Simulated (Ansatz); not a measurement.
C3H5N can be A, `C=CN=C`, or B, `C=CC=N`.

Calculated with Ansatz (gas phase, PBE0-D4/def2-TZVP geometries, no zero-point term in ΔE). CBS: MP2 limit from def2 TZ/QZ plus the TZ coupled-cluster correction, frozen cores. DFT in def2-TZVPP. Each species was taken in one conformer, which may not be the lowest.

(1) Which isomer does CCSD(T)/CBS put lower? Give the gap. (Best estimate.)

(2) Give E(B) − E(A) in kJ/mol with ωB97M-V, CCSD/def2-TZVPP, PBE-D4, CCSD(T)/def2-TZVPP, B2PLYP, MP2/def2-TZVPP, HF/def2-TZVPP. (An estimate is asked.)

(3) Does the order hold for the free energy at 298.15 K (harmonic terms from PBE0-D4)? (Estimate.)

Largest T1 diagnostic: 0.012.

Answers

(1) Ansatz gave: B, by 18.2 kJ/mol.

(2) The calculation gave: ωB97M-V -18.1, CCSD/def2-TZVPP -18.3, PBE-D4 -12.6, CCSD(T)/def2-TZVPP -17.9, B2PLYP -14.4, MP2/def2-TZVPP -18.3, HF/def2-TZVPP -13.9. None reverses the order clearly.

(3) Computed: Yes: G(B) − G(A) = -16.4 kJ/mol, for one conformer each.

Leaving LDA and LC-ωPBE aside and taking each functional with its dispersion term where it has one, the values, not all of them listed here, spread over 7.0 kJ/mol, from ωB97M-V to BLYP-D4. In def2-TZVPP, CCSD(T) changes the Hartree–Fock value by −4.1 kJ/mol (the triples alone add +0.3 kJ/mol) and MP2 by −4.4 kJ/mol.
